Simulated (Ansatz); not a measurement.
# [NH₂···H···NH], triplet along the distance N1-H4

Starting geometry:

```csv
atom,x (Å),y (Å),z (Å)
N,-1.1274,0.0138,-0.0277
H,-1.4247,0.9816,-0.0277
H,-1.4247,-0.3885,0.8526
H,-0.1149,0.0138,-0.0277
N,1.2326,0.0138,-0.0277
H,1.5017,-0.9904,-0.0277
```

From there H4 is moved from one fragment to the other while all else, the fragments' distance too, stays fixed; atoms are numbered as listed. Energies are in kJ/mol, counted from the starting geometry at the same level. Kohn–Sham curves are unrestricted where that lies lower.

Basis cc-pVDZ; Ansatz 0.2.0. Only valence electrons are correlated (noble-gas cores frozen). R marks a restricted (for open shells ROHF) determinant, U an unrestricted one.

Full CI isn't at hand for all of this; UCCSDT(Q) serves as the reference, and is uncertain by about the last step of the cluster series.

```csv
distance N1-H4 (Å),PBE0
0.942,15.1
1.012,0.0
1.056,-0.2
1.100,3.3
1.144,8.6
1.188,14.3
1.232,20.0
1.276,25.8
1.320,33.2
```

Task: Estimate the UCCSDT(Q) curve in cc-pVDZ from this one, knowing how PBE0 errs.

Result: The computed UCCSDT(Q) values, in kJ/mol from the starting point, and the error of PBE0 against them:
```tsv
distance N1-H4 (Å)	UCCSDT(Q)	PBE0 less UCCSDT(Q)
0.942	9.6	5.5
1.012	0.0	0.0
1.056	3.7	-4.0
1.100	11.3	-8.0
1.144	20.3	-11.7
1.188	28.8	-14.4
1.232	35.6	-15.6
1.276	40.9	-15.1
1.320	46.4	-13.1
```

The error spans 21.1 kJ/mol and is largest, -15.6 kJ/mol, at 1.232 Å.

In so small a basis the reference is far from its limit while semilocal and hybrid functionals are nearer theirs, so the functionals' errors here hold much of the reference's basis and frozen-core error, which can add to them or hide them.
